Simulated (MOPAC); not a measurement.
MOPAC input (MNDO):

```
MNDO 1SCF CHARGE=1 GEO-OK AUX(PRECISION=9) THREADS=1
C4H9

C     0.00151063 1   -0.00003421 1    0.15677747 1
C    -0.00745373 1    1.47973661 1   -0.01482608 1
C     1.28493407 1   -0.73353222 1   -0.02776186 1
C    -1.27792029 1   -0.74619443 1   -0.00307020 1
H    -0.01913589 1    1.76636606 1   -1.08038075 1
H    -0.89153056 1    1.93489643 1    0.43835820 1
H     0.88065011 1    1.94365219 1    0.42128423 1
H     1.52338880 1   -0.87527278 1   -1.09582020 1
H     2.12764463 1   -0.19187872 1    0.40880281 1
H     1.24913342 1   -1.73108127 1    0.41693185 1
H    -1.53549656 1   -0.89038572 1   -1.06634955 1
H    -1.22370432 1   -1.74329874 1    0.44075626 1
H    -2.11737378 1   -0.21285195 1    0.44970118 1
```

Q: What heat of formation does the run end on, and which ionisation energy by Koopmans theorem?

A: 194.00 kcal/mol; 18.93 eV.
